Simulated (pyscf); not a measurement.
Single points on ωB97X-D3(BJ)/def2-SVP structures (PySCF, gas phase).

For the elementary gas-phase step `[OH][SnH]([OH])[F]` → `[OH][Sn][OH]` [singlet] + `[FH]` (singlet surface; F–Sn, H–Sn broken, F–H formed), what barrier and reaction energy does B3LYP-D3(BJ)/def2-TZVP give, measured from the reactant's lowest minimum found?

ΔE‡ = 40.9 kcal/mol, ΔE = +2.0 kcal/mol. CCSD(T)/def2-TZVPP + ΔMP2(QZVPP) gives 45.4 kcal/mol and +4.9 kcal/mol. Zero-point energy shifts the barrier by -1.3 kcal/mol. It is a 1,1-elimination, with an imaginary mode of 1322i cm⁻¹. On the product side the descent ends in a bound adduct (not fully relaxed), 8.1 kcal/mol under the separated species and 46.1 kcal/mol under the saddle at ωB97X-D3(BJ)/def2-TZVP. At ωB97X-D3(BJ) the barrier from the zero used here is 47.4 kcal/mol. This is the saddle that the search found; another between the same sides may lie lower. The CCSD(T) − MP2 part came from Ansatz, without density fitting, on the same reference. The frozen core leaves the outer d or s,p core shells of the metals and heavy elements correlated in the MP2 and CC values, and def2-TZVPP describes them poorly, which can shift differences by a few kcal/mol. Elements past Kr carry the def2 core potentials, without spin-orbit coupling.
